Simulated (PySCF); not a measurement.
# Solver options tried on SiS

Aim: find out which solver settings change the answer for SiS.

Computed with PySCF 2.14.0. Level: each script names its method and basis.

1 further run of the same task is left out (it didn't finish).

### 1 The system as given

SiS: 2 atoms, charge 0, spin multiplicity 1.

Bond lengths: Si1–S2 1.795 Å.

### 2 The run that the others are compared with

input.py reads:

```python
from pyscf import gto, scf, mcscf

mol = gto.M(
    atom='Si 0 0 0; S 0 0 1.795',
    basis='aug-cc-pvdz',
    charge=0,
    spin=0,
    verbose=4,
)
mf = scf.RHF(mol)
mf.kernel()
mc = mcscf.CASCI(mf, 8, 10)
mc.kernel()
mc.analyze()
mf.dip_moment()
print('orbital energies (hartree):', mf.mo_energy[..., max(0, mol.nelec[1]-3):mol.nelec[0]+3].round(4))
```

On the command line:

```console
$ OMP_NUM_THREADS=1 python input.py
```

Its log is not repeated here.

In short: E(SCF) = -686.469443 Eh, 9 cycles, E(CAS) − E(SCF) = -0.00941 Eh, μ = 1.50 D (of the SCF density).

The bond length is a typed value, not an optimised one.

### 3 Initial guess mod_huckel

Variant 1 changes initial guess: minao → mod_huckel.

input.py reads:

```python
from pyscf import gto, scf, mcscf

mol = gto.M(
    atom='Si 0 0 0; S 0 0 1.795',
    basis='aug-cc-pvdz',
    charge=0,
    spin=0,
    verbose=4,
)
mf = scf.RHF(mol)
mf.init_guess = 'mod_huckel'
mf.kernel()
mc = mcscf.CASCI(mf, 8, 10)
mc.kernel()
mc.analyze()
mf.dip_moment()
print('orbital energies (hartree):', mf.mo_energy[..., max(0, mol.nelec[1]-3):mol.nelec[0]+3].round(4))
```

On the command line:

```console
$ OMP_NUM_THREADS=1 python input.py
```

### 4 Smearing width 0.05 hartree

Variant 2 changes smearing width: none → 0.05 hartree; step after the SCF: casci → none.

input.py, as its differences from that of step 2:

```diff
@@ -1,2 +1,2 @@
-from pyscf import gto, scf, mcscf
+from pyscf import gto, scf
 
@@ -10,6 +10,4 @@
 mf = scf.RHF(mol)
+mf = scf.addons.smearing_(mf, sigma=0.05, method='fermi')
 mf.kernel()
-mc = mcscf.CASCI(mf, 8, 10)
-mc.kernel()
-mc.analyze()
 mf.dip_moment()
```

### 5 Initial guess atom

Variant 3 changes initial guess: minao → atom.

input.py, as its differences from that of step 2:

```diff
@@ -10,2 +10,3 @@
 mf = scf.RHF(mol)
+mf.init_guess = 'atom'
 mf.kernel()
```

**Question.** What will these runs give? Wanted: for each run, E(SCF); from base; gap; SCF dipole; after the SCF.

As calculated:

| run | E(SCF) (hartree) | from base (eV) | cycles | gap (eV) | SCF dipole (D) | after the SCF |
| --- | --- | --- | --- | --- | --- | --- |
| base | -686.469443 | 0 | 9 | 11.26 | 1.50 | CASCI correlation -0.256 eV |
| initial guess mod_huckel | -686.098675 | +10.0891 | 10 | 1.65 | 1.35 | CASCI correlation -10.238 eV |
| smearing width 0.05 hartree | -686.425570 | +1.1938 | 13 | n/a | 1.25 | n/a |
| initial guess atom | -686.469443 | 0.0000 | 9 | 11.26 | 1.50 | CASCI correlation -0.256 eV |

Distance from each run's final energy (log10 hartree) by cycle:

| run | cycle 1 | cycle 2 | cycle 3 | cycle 5 | cycle 8 | cycle 12 |
| --- | --- | --- | --- | --- | --- | --- |
| base | -1.5 | -2.0 | -3.6 | -6.4 | -10.6 | done |
| initial guess mod_huckel | -1.3 | -1.9 | -2.5 | -3.7 | -7.9 | done |
| smearing width 0.05 hartree | -0.9 | -1.5 | -2.5 | -3.6 | -7.2 | -9.7 |
| initial guess atom | -1.5 | -2.0 | -3.5 | -6.3 | -10.2 | done |

**Reading.** No change of the SCF energy comes from initial guess atom. The largest comparable shift of the SCF energy, +10.089 eV, comes with the run “initial guess mod_huckel”. With initial guess mod_huckel the SCF ends in another solution, 10.09 eV higher: the path to self-consistency decides the state here.
